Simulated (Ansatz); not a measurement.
C3H8N2 (`CC(N)C=N`), 13 atoms. Total charge 0; spin multiplicity 1. All runs use 4 threads of an Arm Neoverse V2 on a shared host. Correlated methods freeze the cores.

Problem. How many basis functions does each run have, and how long does it take in Ansatz? RKS PBE0-D4/def2-SVP energy; RHF-CCSD(T)/def2-SVP energy; RKS ωB97M-V/def2-TZVPP energy and forces; RHF-MP2/def2-QZVPP energy; RKS PBE0-D4/def2-QZVPP energy; RKS PBE0-D4/def2-TZVP frequencies; RHF-CCSD(T)/def2-TZVPP energy; RKS PBE0-D4/def2-TZVP relaxation (14 steps); RKS ωB97M-V/def2-QZVPP energy; RKS ωB97X-V/def2-TZVPP energy; RKS CAM-B3LYP-D4/def2-TZVPP energy; RKS ωB97M-V/def2-SVP energy. (Estimate.)

Solution. Ansatz gave: Other jobs shared the machine, so times are rough.

| level | job | functions | wall time | peak host memory (GiB) |
| --- | --- | --- | --- | --- |
| RKS PBE0-D4/def2-SVP | energy | 110 | 0.9 s | 0.22 |
| RKS CAM-B3LYP-D4/def2-TZVPP | energy | 267 | 2.6 s | 0.68 |
| RKS ωB97M-V/def2-SVP | energy | 110 | 3.2 s | 0.31 |
| RHF-CCSD(T)/def2-SVP | energy | 110 | 5.5 s | 0.6 |
| RKS ωB97X-V/def2-TZVPP | energy | 267 | 6 s | 0.73 |
| RKS PBE0-D4/def2-QZVPP | energy | 525 | 6.5 s | 1.7 |
| RKS ωB97M-V/def2-TZVPP | energy and forces | 267 | 8.5 s | 0.93 |
| RKS ωB97M-V/def2-QZVPP | energy | 525 | 15 s | 2.2 |
| RHF-MP2/def2-QZVPP | energy | 525 | 21 s | 3.9 |
| RKS PBE0-D4/def2-TZVP | relaxation (14 steps) | 203 | 34 s | 0.48 |
| RKS PBE0-D4/def2-TZVP | frequencies | 203 | 2.2 min | 0.5 |
| RHF-CCSD(T)/def2-TZVPP | energy | 267 | 2.5 min | 7.2 |
